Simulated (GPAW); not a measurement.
# P3H3 (cyclo-(PH)3): PBE-D4/plane waves (scalar-relativistic datasets, plane-wave cutoff 400 eV)

Wanted: a structure relaxation of P3H3 (cyclo-(PH)3). Input form: an ASE script.

The results are computed with GPAW 26.7.0.

2 further runs of the same task are left out: 2 set aside as unsound or not needed.

## Step 1: The molecule

P3H3: 6 atoms, total charge 0, spin state singlet. All atoms were displaced at random from a relaxed shape. The run starts from this shape.

Bond lengths: P1–P2 2.208 Å, P1–P3 2.137 Å, P2–P3 2.233 Å, P1–H4 1.381 Å, P2–H5 1.372 Å, P3–H6 1.490 Å. Angles: P1–P2–P3 57.5°, P2–P1–P3 61.8°, P1–P3–P2 60.6°, P1–P2–H5 96.3°, P3–P2–H5 90.9°, P2–P1–H4 96.9°, P3–P1–H4 92.8°, P1–P3–H6 94.1°, P2–P3–H6 91.5°.

## Step 2: A structure relaxation at PBE-D4/plane waves (scalar-relativistic datasets, plane-wave cutoff 400 eV)

run.py

```python
from ase import Atoms
from ase.calculators.mixing import SumCalculator
from ase.io import write
from ase.optimize import GPMin
from dftd4.ase import DFTD4
from gpaw import GPAW, PW

# Structure
atoms = Atoms(['P', 'P', 'P', 'H', 'H', 'H'],
    positions=[[  1.075421,  -0.481399,   0.546361],
               [ -0.102956,   1.309228,   0.017675],
               [ -0.443774,  -0.677376,  -0.943775],
               [  0.243293,  -0.935865,   1.550032],
               [ -1.128785,   1.081369,   0.899874],
               [  0.468442,  -0.332909,  -2.070748]])
atoms.set_cell([14.0, 14.0, 14.0])
atoms.center()

# Calculator
calculator = GPAW(mode={'name': 'pw', 'ecut': 400},
                  xc='PBE',
                  mixer={'name': 'pulay', 'beta': 0.25, 'nmaxold': 1, 'weight': 20.0},
                  maxiter=60,
                  symmetry='off',
                  txt='-')
atoms.calc = SumCalculator([DFTD4(method='PBE'), calculator])

opt = GPMin(atoms, trajectory='gs.traj')
converged = opt.run(fmax=0.03, steps=40)
print('Converged:', converged)
print(f'Final energy            {atoms.get_potential_energy():.5f} eV')
print(f'r(P2-P0) = {atoms.get_distance(2, 0):.4f} Ang')
print(f'r(P1-P0): {atoms.get_distance(1, 0):.4f} Ang')
write('relaxed.xyz', atoms)
```

The run is started by

```bash
$ python run.py
```

Standard output:

```text
__  _  _
 | _ |_)|_||  |
 |__||  | ||/\| - 26.7.0

units:  Angstrom and eV
cores:  1
OpenMP: False

Versions:
  Python: 3.12.14
  ASE:    3.29.0
  Numpy:  2.5.5
  Scipy:  1.18.1
  Libxc:  7.0.0

        _gpaw.cpython-312-aarch64-linux-gnu.so

Input parameters:
  mode=PW(ecut=400),
  maxiter=60,
  mixer=Pulay(name='pulay', nmaxold=1, beta=0.25, weight=20.0, sigma=0.015, g_ss=None),
  symmetry=Symmetry(point_group=False, time_reversal=False),
  xc=XC(name='PBE')

Diagonalizing LCAO Hamiltonian
Converting LCAO to pw mode
          .---------------------------------.
         /|                                 |
        / |                                 |
       /  |                                 |
      /   |                                 |
     /    |                                 |
    /     |                                 |
   /      |                                 |
  /       |                                 |
 *        |                                 |
 |        |                                 |
 |        |         H                       |
 |        |           HP P                  |
 |        |                                 |
 |        |          P                      |
 |        |                                 |
 |        |            H                    |
 |        .---------------------------------.
 |       /                                 /
 |      /                                 /
 |     /                                 /
 |    /                                 /
 |   /                                 /
 |  /                                 /
 | /                                 /
 |/                                 /
 *---------------------------------*

Atoms  # Å, Bohr magnetons
|   | symbol |        x |        y |        z |    initial magnetic moments |
|---|--------|----------|----------|----------|-----------------------------|
| 0 |      P | 8.102103 | 6.331919 | 7.806719 | ( 0.0000,  0.0000,  0.0000) |
| 1 |      P | 6.923726 | 8.122546 | 7.278033 | ( 0.0000,  0.0000,  0.0000) |
| 2 |      P | 6.582908 | 6.135942 | 6.316583 | ( 0.0000,  0.0000,  0.0000) |
| 3 |      H | 7.269975 | 5.877453 | 8.810390 | ( 0.0000,  0.0000,  0.0000) |
| 4 |      H | 5.897897 | 7.894687 | 8.160232 | ( 0.0000,  0.0000,  0.0000) |
| 5 |      H | 7.495124 | 6.480409 | 5.189610 | ( 0.0000,  0.0000,  0.0000) |

Unit cell  # Å
| periodic |         x |         y |         z |   lengths |    angles |
|----------|-----------|-----------|-----------|-----------|-----------|
|       no | 14.000000 |  0.000000 |  0.000000 | 14.000000 | 90.000000 |
|       no |  0.000000 | 14.000000 |  0.000000 | 14.000000 | 90.000000 |
|       no |  0.000000 |  0.000000 | 14.000000 | 14.000000 | 90.000000 |

Number of symmetries: 1
Symmetry operations  # r_c * U_cc + t_c -> r_c
|   | kind |            matrix            |
|---|------|------------------------------|
| 0 |  E   |  1, 0, 0,  0, 1, 0,  0, 0, 1 |

BZ-sampling:
  Number of BZ points: 1
  Number of IBZ points: 1

  Monkhorst-Pack size: [1, 1, 1]
  Monkhorst-Pack shift: [0, 0, 0]

K-points  # in reciprocal-cell coordinates
|   |                                coordinates |     weight |
|---|--------------------------------------------|------------|
| 0 | (  0.00000000,   0.00000000,   0.00000000) | 1.00000000 |

Plane wave coefficients: 24971
Cutoff: 400.0 eV

Spin-components: 1 (collinear spins)
Bands:           15
Projectors:      24
Spin-degeneracy: 2
Datatype:        float64

  Storage: CPU
  Wave functions: 5_993_040 bytes (5_993_040 per core)
  Projectors: 9_189_328 bytes (9_189_328 per core)

Parallelization:
  kpt:    1
  domain: 1
  band:   1

Density:
  Valence electrons: 18.0
  Components: 1
  Grid points: [70 70 70]
  Charge: 0.0  # |e|

Potential:
  Grid points: [70 70 70]

species:
  P:
    name:    Phosphorus
    Z:       15.0
    valence: 5
    core:    10
    charge:  0.0  # [|e|]
    file:    P.PBE.gz
    compensation charges:
      type: gauss
      rc: 0.30  # [Å]
      lmax: 2
    cutoffs:
      filter: 1.69  # [Å]
      core: 1.81  # [Å]
    projectors
    | kind |    occ | energy [eV] | rcut [Å] |
    |------|--------|-------------|----------|
    |   3s |  2.000 |     -13.968 |    0.953 |
    |   3p |  3.000 |      -5.506 |    0.953 |
    |    s |        |      13.244 |    0.953 |
    |    p |        |      21.705 |    0.953 |
    |    d |        |       0.000 |    0.953 |

    Using partial waves for P as LCAO basis

  H:
    name:    Hydrogen
    Z:       1.0
    valence: 1
    core:    0
    charge:  0.0  # [|e|]
    file:    H.PBE.gz
    compensation charges:
      type: gauss
      rc: 0.15  # [Å]
      lmax: 2
    cutoffs:
      filter: 0.85  # [Å]
      core: 0.53  # [Å]
    projectors
    | kind |    occ | energy [eV] | rcut [Å] |
    |------|--------|-------------|----------|
    |   1s |  1.000 |      -6.494 |    0.476 |
    |    s |        |      20.717 |    0.476 |
    |    p |        |       0.000 |    0.476 |

    Using partial waves for H as LCAO basis

Reference energy: -27946.211463  # eV

eigensolver:
  PPCG
  Converge bands: occupied
  niter=2

density mixing:
  Pulay-Mixer
  Linear mixing parameters: 0.25
  Old densities: 1
  Fourier metric: weight=20.0, sigma=0.015

occupation numbers:
  # Zero width

poisson solver:
  ecut: 3200.0  # eV

xc functional:
  name: PBE with 2 nearest neighbor stencil

Initialization done in: 1.195 s

convergence criteria:
- Maximum [total energy] change in last 3 cyles: 0.0005 eV / valence electron
[... 13 lines left out ...]
Converged in 26 steps
[... 12 lines left out ...]
  Free energy:     -25.551047
[... 2 lines left out ...]
dipole moment: (-0.085483, -0.041102, 0.085736)  # |e|*Ang
[... 77 lines left out ...]
convergence criteria:
- Maximum [total energy] change in last 3 cyles: 0.0005 eV / valence electron
[... 13 lines left out ...]
Converged in 26 steps
[... 12 lines left out ...]
  Free energy:     -24.358564
[... 2 lines left out ...]
dipole moment: (0.010463, 0.004547, -0.030431)  # |e|*Ang
[... 75 lines left out ...]
convergence criteria:
- Maximum [total energy] change in last 3 cyles: 0.0005 eV / valence electron
[... 13 lines left out ...]
Converged in 23 steps
[... 12 lines left out ...]
  Free energy:     -25.206404
[... 2 lines left out ...]
dipole moment: (-0.070689, -0.015447, 0.065714)  # |e|*Ang
[... 75 lines left out ...]
convergence criteria:
- Maximum [total energy] change in last 3 cyles: 0.0005 eV / valence electron
[... 13 lines left out ...]
Converged in 24 steps
[... 12 lines left out ...]
  Free energy:     -25.700470
[... 2 lines left out ...]
dipole moment: (-0.066997, -0.033833, 0.050563)  # |e|*Ang
[... 76 lines left out ...]
convergence criteria:
- Maximum [total energy] change in last 3 cyles: 0.0005 eV / valence electron
[... 21 lines left out ...]
Converged in 22 steps
[... 12 lines left out ...]
  Free energy:     -25.236780
[... 2 lines left out ...]
dipole moment: (-0.101119, -0.027613, 0.061078)  # |e|*Ang
[... 75 lines left out ...]
convergence criteria:
- Maximum [total energy] change in last 3 cyles: 0.0005 eV / valence electron
[... 13 lines left out ...]
Converged in 22 steps
[... 12 lines left out ...]
  Free energy:     -25.708924
[... 2 lines left out ...]
dipole moment: (-0.070144, -0.028067, 0.060622)  # |e|*Ang
[... 76 lines left out ...]
convergence criteria:
- Maximum [total energy] change in last 3 cyles: 0.0005 eV / valence electron
[... 13 lines left out ...]
Converged in 18 steps
[... 12 lines left out ...]
  Free energy:     -25.659320
[... 2 lines left out ...]
dipole moment: (-0.076570, -0.029291, 0.058842)  # |e|*Ang
[... 75 lines left out ...]
convergence criteria:
- Maximum [total energy] change in last 3 cyles: 0.0005 eV / valence electron
[... 13 lines left out ...]
Converged in 18 steps
[... 12 lines left out ...]
  Free energy:     -25.715380
[... 2 lines left out ...]
dipole moment: (-0.071123, -0.030518, 0.059276)  # |e|*Ang
[... 67 lines left out ...]
Unit cell  # Å
| periodic |         x |         y |         z |   lengths |    angles |
|----------|-----------|-----------|-----------|-----------|-----------|
|       no | 14.000000 |  0.000000 |  0.000000 | 14.000000 | 90.000000 |
|       no |  0.000000 | 14.000000 |  0.000000 | 14.000000 | 90.000000 |
|       no |  0.000000 |  0.000000 | 14.000000 | 14.000000 | 90.000000 |

Initialization done in: 0.940 s

convergence criteria:
- Maximum [total energy] change in last 3 cyles: 0.0005 eV / valence electron
- Maximum integral of absolute [dens]ity change: 0.0001 electrons / valence electron
- Maximum integral of absolute [eigenst]ate change: 4e-08 eV^2 / valence electron
maximum number of iterations: 60

SCF iterations
|iter     |     time |      energy | eigst |  dens |
|---------|----------|-------------|-------|-------|
|iter:   1| 00:04:12 |  -25.716865c| -3.42 |       |
|iter:   2| 00:04:13 |  -25.715414c| -4.17 | -2.39 |
|iter:   3| 00:04:14 |  -25.715247c| -4.94 | -2.83 |
[... 7 lines of this table left out ...]
|iter:  11| 00:04:25 |  -25.715190c| -7.96c| -4.02c|

Converged in 11 steps
SCF loop duration: 13.574 s (1.234 s/step)
Energy contributions relative to reference atoms: (reference = -27946.211463)

Energy contributions:
  Kinetic:          26.925988
  Coulomb:         -30.220764
  Zero:             -0.082319
  External:          0.000000
  Xc:              -22.338095
  Entropy:           0.000000
  Spinorbit:         0.000000
  ----------------------------
  Free energy:     -25.715190
  Extrapolated:    -25.715190

dipole moment: (-0.074941, -0.033680, 0.054198)  # |e|*Ang

Fermi level: -3.877
Eigenvalues  # (at kpt = [0.000, 0.000, 0.000])
| band index |      eig [eV] | occ [0-2] |
|------------|---------------|-----------|
|          0 |       -18.155 |     2.000 |
|          1 |       -13.776 |     2.000 |
|          2 |       -13.753 |     2.000 |
[... 11 lines of this table left out ...]
|         14 |         0.001 |     0.000 |

Gap: 4.753 eV
Transition (v -> c):
  (s=0, k=0, n=8, [0.00, 0.00, 0.00]) -> (s=0, k=0, n=9, [0.00, 0.00, 0.00])
No difference between direct/indirect transitions
vacuum-level: 0.239  # V

Forces  # eV/Ang
|        x |        y |        z |
|----------|----------|----------|
|  0.02161 |  0.02048 |  0.01838 |  # P    0
| -0.01584 |  0.06674 |  0.08930 |  # P    1
| -0.05897 | -0.09092 | -0.07773 |  # P    2
|  0.00837 | -0.01050 |  0.00474 |  # H    3
|  0.03429 |  0.01830 | -0.03718 |  # H    4
|  0.01154 | -0.00477 |  0.00424 |  # H    5

Force computation time: 0.774  # s
          .---------------------------------.
         /|                                 |
        / |                                 |
       /  |                                 |
      /   |                                 |
     /    |                                 |
    /     |                                 |
   /      |                                 |
  /       |                                 |
 *        |                                 |
 |        |                                 |
 |        |         H H                     |
 |        |            P P                  |
 |        |                                 |
 |        |          P                      |
 |        |                                 |
 |        |            H                    |
 |        .---------------------------------.
 |       /                                 /
 |      /                                 /
 |     /                                 /
 |    /                                 /
 |   /                                 /
 |  /                                 /
 | /                                 /
 |/                                 /
 *---------------------------------*

Atoms  # Å, Bohr magnetons
|   | symbol |        x |        y |        z |    initial magnetic moments |
|---|--------|----------|----------|----------|-----------------------------|
| 0 |      P | 8.148810 | 6.330767 | 7.818042 | ( 0.0000,  0.0000,  0.0000) |
| 1 |      P | 6.921562 | 8.125124 | 7.246641 | ( 0.0000,  0.0000,  0.0000) |
| 2 |      P | 6.569896 | 6.161951 | 6.254877 | ( 0.0000,  0.0000,  0.0000) |
| 3 |      H | 7.267667 | 5.857661 | 8.847958 | ( 0.0000,  0.0000,  0.0000) |
| 4 |      H | 5.869216 | 7.907114 | 8.198671 | ( 0.0000,  0.0000,  0.0000) |
| 5 |      H | 7.494167 | 6.460375 | 5.195317 | ( 0.0000,  0.0000,  0.0000) |

Unit cell  # Å
| periodic |         x |         y |         z |   lengths |    angles |
|----------|-----------|-----------|-----------|-----------|-----------|
|       no | 14.000000 |  0.000000 |  0.000000 | 14.000000 | 90.000000 |
|       no |  0.000000 | 14.000000 |  0.000000 | 14.000000 | 90.000000 |
|       no |  0.000000 |  0.000000 | 14.000000 | 14.000000 | 90.000000 |

Initialization done in: 0.931 s

convergence criteria:
- Maximum [total energy] change in last 3 cyles: 0.0005 eV / valence electron
- Maximum integral of absolute [dens]ity change: 0.0001 electrons / valence electron
- Maximum integral of absolute [eigenst]ate change: 4e-08 eV^2 / valence electron
maximum number of iterations: 60

SCF iterations
|iter     |     time |      energy | eigst |  dens |
|---------|----------|-------------|-------|-------|
|iter:   1| 00:04:27 |  -25.716600c| -3.70 |       |
|iter:   2| 00:04:28 |  -25.715967c| -4.52 | -2.55 |
|iter:   3| 00:04:30 |  -25.715919c| -5.38 | -3.00 |
[... 6 lines of this table left out ...]
|iter:  10| 00:04:39 |  -25.715904c| -7.97c| -4.09c|

Converged in 10 steps
SCF loop duration: 12.246 s (1.225 s/step)
Energy contributions relative to reference atoms: (reference = -27946.211463)

Energy contributions:
  Kinetic:          26.719593
  Coulomb:         -30.063419
  Zero:             -0.081963
  External:          0.000000
  Xc:              -22.290115
  Entropy:           0.000000
  Spinorbit:         0.000000
  ----------------------------
  Free energy:     -25.715904
  Extrapolated:    -25.715904

dipole moment: (-0.070509, -0.029056, 0.060263)  # |e|*Ang

Fermi level: -3.877
Eigenvalues  # (at kpt = [0.000, 0.000, 0.000])
| band index |      eig [eV] | occ [0-2] |
|------------|---------------|-----------|
|          0 |       -18.134 |     2.000 |
|          1 |       -13.783 |     2.000 |
|          2 |       -13.756 |     2.000 |
[... 11 lines of this table left out ...]
|         14 |         0.001 |     0.000 |

Gap: 4.736 eV
Transition (v -> c):
  (s=0, k=0, n=8, [0.00, 0.00, 0.00]) -> (s=0, k=0, n=9, [0.00, 0.00, 0.00])
No difference between direct/indirect transitions
vacuum-level: 0.240  # V

Forces  # eV/Ang
|        x |        y |        z |
|----------|----------|----------|
|  0.00732 | -0.01160 | -0.00246 |  # P    0
| -0.00851 |  0.01616 |  0.00100 |  # P    1
| -0.00126 | -0.00173 | -0.00198 |  # P    2
|  0.00340 | -0.00619 |  0.00532 |  # H    3
| -0.00496 |  0.00525 | -0.00194 |  # H    4
|  0.00341 | -0.00317 | -0.00011 |  # H    5

Force computation time: 0.764  # s
GPMin:    4 hh:mm:ss      -25.906074        0.011091
Converged: True
Final energy            -25.90607 eV
r(P2-P0) = 2.2282 Ang
r(P1-P0): 2.2477 Ang
```

It took 4.7 min on 1 thread of Arm Neoverse V2, shared host; peak memory 0.59 GiB.

The path in brief:

```
step  energy from the first frame kept (eV)  largest force (eV/Å)
   0                                 0.0000                1.7954
   1                                -0.1488                0.5119
   2                                -0.1568                0.3380
   3                                -0.1634                0.0994
   4                                -0.1640                0.0111
```

After the run. Bond lengths: P1–P2 2.248 Å, P1–P3 2.228 Å, P2–P3 2.227 Å, P1–H4 1.436 Å, P2–H5 1.436 Å, P3–H6 1.437 Å. Angles: P1–P2–P3 59.7°, P2–P1–P3 59.7°, P1–P3–P2 60.6°, P1–P2–H5 96.3°, P3–P2–H5 92.6°, P2–P1–H4 96.3°, P3–P1–H4 92.5°, P1–P3–H6 92.6°, P2–P3–H6 92.5°.

## Step 3: What came out

Level: PBE-D4/plane waves (scalar-relativistic datasets, plane-wave cutoff 400 eV).

| quantity | value |
| --- | --- |
| energy as printed (from the program's reference atoms) | -25.9061 eV |
| dipole moment | 0.47 D |
| HOMO energy (from the vacuum level) | -6.49 eV |
| LUMO energy (from the vacuum level) | -1.75 eV |
| HOMO–LUMO gap | 4.74 eV |
| dispersion energy | -18.35 kJ/mol |

At the final geometry: Bond lengths: P1–P2 2.248 Å, P1–P3 2.228 Å, P2–P3 2.227 Å, P1–H4 1.436 Å, P2–H5 1.436 Å, P3–H6 1.437 Å. Angles: P1–P2–P3 59.7°, P2–P1–P3 59.7°, P1–P3–P2 60.6°, P1–P2–H5 96.3°, P3–P2–H5 92.6°, P2–P1–H4 96.3°, P3–P1–H4 92.5°, P1–P3–H6 92.6°, P2–P3–H6 92.5°. The optimisation took 4 steps and changed the energy by -0.164 eV.
